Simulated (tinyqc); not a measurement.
Worked calculation: UHF in the sto-6g basis, for NH3+, spin multiplicity 2. One step of it, computed by the program tinyqc.

Question. Iteration 1: diagonalisation and new density. Diagonalise F' = X^T F X, C = X C', fill 5 alpha and 4 beta electrons from the bottom; D(s) = C_occ C_occ^T. Each column has its largest component positive (the first on a tie).

F(alpha) (hartree), lower triangle:
```
             1N 1s      1N 2s     1N 2px     1N 2py     1N 2pz      2H 1s      3H 1s      4H 1s
1N 1s   -16.844622
1N 2s    -3.951000  -1.916424
1N 2px   -0.015324  -0.118177  -0.921589
1N 2py   -0.009112  -0.046943   0.004351  -0.807538
1N 2pz    0.023193   0.073116   0.003126   0.024152  -0.836122
2H 1s    -0.615752  -0.623647  -0.494695  -0.033421   0.061061  -0.641582
3H 1s    -0.554489  -0.620714   0.197840  -0.360097   0.141970  -0.156369  -0.744405
4H 1s    -0.648093  -0.540774   0.150179   0.266956   0.056123  -0.132586  -0.180045  -0.258955
```

F(beta) (hartree), lower triangle:
```
             1N 1s      1N 2s     1N 2px     1N 2py     1N 2pz      2H 1s      3H 1s      4H 1s
1N 1s   -15.751691
1N 2s    -3.887697  -1.804525
1N 2px   -0.103996  -0.103938  -0.867553
1N 2py    0.180331  -0.074660  -0.047144  -0.670580
1N 2pz    0.331204   0.022535  -0.078501   0.198069  -0.501921
2H 1s    -0.624627  -0.594350  -0.479449  -0.052852   0.026957  -0.628973
3H 1s    -0.578231  -0.589523   0.204071  -0.376313   0.083046  -0.146473  -0.677274
4H 1s    -0.655111  -0.512504   0.156156   0.244496   0.025080  -0.124217  -0.171201  -0.245424
```

X, lower triangle:
```
            1N 1s      1N 2s     1N 2px     1N 2py    1N 2pz      2H 1s      3H 1s     4H 1s
1N 1s    1.022689
1N 2s   -0.137251   1.208581
1N 2px  -0.000003   0.000037   1.090750
1N 2py   0.000000   0.000000   0.000000   1.090738
1N 2pz   0.002564  -0.026017  -0.000006   0.000000  1.003600
2H 1s    0.017365  -0.214270  -0.221130   0.000000  0.029751   1.126263
3H 1s    0.017362  -0.214201   0.110527  -0.191464  0.029739  -0.027344   1.126201
4H 1s    0.017362  -0.214201   0.110527   0.191464  0.029739  -0.027344  -0.027335  1.126201
```

Give: F' = X^T F X; orbital energies; coefficients C; F' = X^T F X; orbital energies; coefficients C; D(alpha) after iteration 1; D(beta) after iteration 1.

Answer.

F' = X^T F X (alpha) (hartree), lower triangle:
```
         1       2       3       4       5       6       7       8
1  -16.601
2   -1.954  -1.109
3    0.000  -0.113  -0.808
4   -0.024  -0.031   0.001  -0.722
5    0.023   0.042   0.011   0.010  -0.831
6   -0.074  -0.218  -0.277  -0.027   0.012  -0.400
7   -0.005  -0.220   0.105  -0.175   0.097  -0.030  -0.545
8   -0.120  -0.228   0.102   0.181   0.021  -0.036  -0.074  -0.023
```

orbital energies (alpha) (hartree): MO1 -16.846, MO2 -1.167, MO3 -0.956, MO4 -0.805, MO5 -0.799, MO6 -0.330, MO7 -0.229, MO8 0.093

coefficients C (alpha):
```
           MO1     MO2     MO3     MO4     MO5     MO6     MO7     MO8
1N 1s    0.998  -0.185   0.036  -0.095   0.052   0.121   0.065   0.057
1N 2s    0.009   0.735  -0.124   0.403  -0.232  -0.698  -0.440  -0.407
1N 2px   0.001   0.403   0.648  -0.309   0.159   0.314  -0.624   0.269
1N 2py   0.003   0.119  -0.239  -0.147   0.847  -0.498   0.060   0.448
1N 2pz  -0.002  -0.203   0.354   0.831   0.351   0.167   0.014   0.036
2H 1s   -0.003   0.151   0.173  -0.029   0.073   0.135   1.131  -0.096
3H 1s   -0.008   0.169  -0.351   0.029   0.073   1.085  -0.145  -0.096
4H 1s    0.001   0.015  -0.030   0.063  -0.072   0.067   0.066   1.160
```

F' = X^T F X (beta) (hartree), lower triangle:
```
         1       2       3       4       5       6       7       8
1  -15.474
2   -2.042  -0.983
3   -0.102  -0.086  -0.747
4    0.194  -0.086  -0.061  -0.560
5    0.345  -0.044  -0.081   0.204  -0.498
6   -0.049  -0.218  -0.280  -0.022   0.020  -0.396
7   -0.065  -0.209   0.129  -0.224   0.018  -0.033  -0.465
8   -0.085  -0.231   0.097   0.194   0.039  -0.035  -0.080  -0.016
```

orbital energies (beta) (hartree): MO1 -15.768, MO2 -1.055, MO3 -0.913, MO4 -0.758, MO5 -0.413, MO6 -0.246, MO7 -0.145, MO8 0.159

coefficients C (beta):
```
           MO1     MO2     MO3     MO4     MO5     MO6     MO7     MO8
1N 1s    0.994  -0.168   0.061   0.115   0.057   0.142   0.037   0.087
1N 2s    0.026   0.620  -0.216  -0.466  -0.123  -0.842  -0.126  -0.478
1N 2px   0.008   0.469   0.599   0.305   0.196   0.036  -0.733   0.119
1N 2py  -0.012   0.291  -0.340   0.606   0.228  -0.450   0.295   0.595
1N 2pz  -0.022   0.045   0.277  -0.482   0.749   0.039   0.293   0.224
2H 1s   -0.009   0.236   0.144   0.036  -0.357   0.584   0.904   0.059
3H 1s   -0.003   0.134  -0.361  -0.032   0.380   0.914  -0.446  -0.194
4H 1s   -0.006   0.029  -0.040  -0.115  -0.202   0.121  -0.270   1.105
```

D(alpha) after iteration 1, lower triangle:
```
         1N 1s   1N 2s  1N 2px  1N 2py  1N 2pz   2H 1s  3H 1s  4H 1s
1N 1s    1.044
1N 2s   -0.182   0.772
1N 2px  -0.013   0.054   0.703
1N 2py   0.031  -0.138   0.073   0.811
1N 2pz  -0.013   0.061  -0.053   0.066   0.981
2H 1s   -0.018   0.061   0.193   0.043   0.032   0.059
3H 1s   -0.050   0.163  -0.157   0.162  -0.109  -0.031  0.158
4H 1s   -0.013   0.057  -0.044  -0.061   0.013  -0.010  0.010  0.010
```

D(beta) after iteration 1, lower triangle:
```
         1N 1s   1N 2s  1N 2px  1N 2py  1N 2pz   2H 1s  3H 1s  4H 1s
1N 1s    1.033
1N 2s   -0.145   0.649
1N 2px   0.001   0.019   0.672
1N 2py  -0.012  -0.029   0.117   0.568
1N 2pz  -0.068   0.192   0.040  -0.373   0.311
2H 1s   -0.036   0.098   0.208   0.042   0.033   0.078
3H 1s   -0.051   0.176  -0.163   0.142  -0.079  -0.021  0.149
4H 1s   -0.026   0.080  -0.045  -0.048   0.046  -0.003  0.022  0.016
```
